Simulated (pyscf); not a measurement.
Single points on ωB97X-D3(BJ)/def2-SVP structures (PySCF, gas phase). MP2 and CC: frozen core, UHF for open shells. ΔMP2 is the change of the MP2 total energy from the triple- to the quadruple-zeta basis.

**Question.** For the elementary gas-phase step HO–SiH₃ + NH₃ -> H₂O + H₂N–SiH₃ (singlet surface; O–Si, H–N broken, H–O, N–Si formed), what barrier and reaction energy does CCSD(T)/def2-TZVPP + ΔMP2(QZVPP) give, measured from the separated reactants?

**Answer.** ΔE‡ = 32.0 kcal/mol, ΔE = +9.9 kcal/mol. Zero-point energy shifts the barrier by +0.3 kcal/mol. It is a four-centre exchange, with an imaginary mode of 1076i cm⁻¹. On the reactant side the descent ends in a complex (not fully relaxed), 4.1 kcal/mol under the separated species and 33.1 kcal/mol under the saddle at ωB97X-D3(BJ)/def2-TZVP. On the product side the descent ends in a complex, 5.4 kcal/mol under the separated species and 24.3 kcal/mol under the saddle at ωB97X-D3(BJ)/def2-TZVP. At ωB97X-D3(BJ) the barrier from the zero used here is 29.0 kcal/mol. One saddle was located; it need not be the lowest between these sides. The CCSD(T) − MP2 part came from Ansatz, without density fitting, on the same reference.
